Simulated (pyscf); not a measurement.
`[CH4]` + `[SiH2][Cl]` [doublet] -> `[CH3][SiH2][Cl]` + `[H]` [doublet], a substitution at C (doublet surface; C–H broken, C–Si formed). PySCF, gas phase, ωB97X-D3(BJ)/def2-SVP geometries. MP2 and CC: frozen core, UHF for open shells. ΔMP2 is the change of the MP2 total energy from the triple- to the quadruple-zeta basis. Energies in kcal/mol from the separated reactants.

Small-basis levels: PySCF, no dispersion term, spherical d functions. Open shells are spin-unrestricted. 

Task: Quick B3LYP/6-31G* single points give ΔE‡ = 47.9 kcal/mol and ΔE = +23.2 kcal/mol. What does CCSD(T)/def2-TZVPP + ΔMP2(QZVPP) give, and how far is the quick result from it?

Result: CCSD(T)/def2-TZVPP + ΔMP2(QZVPP) gives ΔE‡ = 46.9 kcal/mol and ΔE = +17.1 kcal/mol. B3LYP/6-31G* lies 1.1 kcal/mol over it in the barrier and 6.1 kcal/mol over it in the reaction energy, so on this step it does not hold to within 3.0 kcal/mol. CCSD(T)/def2-TZVPP + ΔMP2(QZVPP) has limits of its own. The same reactants have a lower exit, to CH₃• + H₃Si–Cl (barrier +23.2 kcal/mol at ωB97M-D3(BJ), against +45.2 kcal/mol here). This is the saddle that the search found; another between the same sides may lie lower. The angle at the attacked C is 179°. The CCSD(T) − MP2 part came from Ansatz, without density fitting, on the same reference.
